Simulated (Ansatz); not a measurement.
in.yaml

```yaml
crystal:
  periodic: [false, false, false]
  atoms:
    - {symbol: Be, position_ang: [0.000000, 0.000000, 0.233096]}
    - {symbol: Be, position_ang: [0.000000, 0.000000, -1.915193]}
    - {symbol: H, position_ang: [0.000000, 0.000000, 1.682096]}
basis:
  gaussian: {orbitals: cc-pVDZ}
magnetization: {spin_polarized: false, initial_magnetization: 1}
correlation: {method: fic_mrcisd_q, electrons: outside_noble_gas, active_space: {window: {electrons: 5, orbitals: 9}, shells: [{species: Be, l: s, shell: 2}, {species: Be, l: p, shell: 2}, {species: H, l: s, shell: 1}]}}
```

```sh
$ ansatz run in.yaml --threads 1 --pin off --events-out ev --progress --plain --max-ram 2393MiB
```

Log:

```
571 factors; integrals over basis functions are off by at most 1.2e-7 eV
mean field evaluation 1: about -808.3971 eV, gradient 7.7e0 eV
mean field evaluation 2: about -808.4397 eV, gradient 7.9e0 eV
mean field evaluation 4: about -809.8309 eV, gradient 1.2e0 eV
mean field evaluation 8: about -809.8774 eV, gradient 3.1e-4 eV
mean field evaluation 16: about -809.8761 eV, gradient 2.9e-1 eV
mean field evaluation 32: about -809.8665 eV, gradient 5.5e-1 eV
mean field -809.87743213 eV, -29.7624466761 hartree, gradient 5.6e-7 eV, S^2 0.750000; 4 other end points of the search recorded, 0 dependent functions left out
reference -809.87743213 eV, -29.7624466761 hartree; 5, 4 occupied and 28, 29 virtual orbitals, 571 factors
state -811.28179277 eV, -29.8140559777 hartree
contracted CI cycle   1: correlation 0.00000000 eV, 0.0000000000 hartree, residual 6.11e0 eV
contracted CI cycle   2: correlation -0.75580404 eV, -0.0277752862 hartree, residual 1.43e0 eV
contracted CI cycle   3: correlation -0.80116892 eV, -0.0294424147 hartree, residual 4.04e-1 eV
contracted CI cycle   4: correlation -0.80432898 eV, -0.0295585448 hartree, residual 9.73e-2 eV
contracted CI cycle   5: correlation -0.80451444 eV, -0.0295653604 hartree, residual 2.80e-2 eV
contracted CI cycle   6: correlation -0.80452821 eV, -0.0295658663 hartree, residual 7.33e-3 eV
contracted CI cycle   7: correlation -0.80452926 eV, -0.0295659050 hartree, residual 2.15e-3 eV
contracted CI cycle   8: correlation -0.80452936 eV, -0.0295659087 hartree, residual 7.01e-4 eV
state -811.28179277 eV, -29.8140559777 hartree; corrected -812.10456615 eV, -29.8442923418 hartree
Total energy: -812.10456615 eV, -29.8442923418 hartree
Checks for a lower state left out: starts, orbital_swaps
```

Natural occupations: 1.9762 1.9004 0.9843 0.0414 0.0414 0.0237 0.0128 0.0099 0.0099.

For the same geometry and basis full CI lies 9.5 meV lower.

Ran on 1 thread of Arm Neoverse V1, shared host: 4.8 s wall, 0.32 GiB peak host memory.
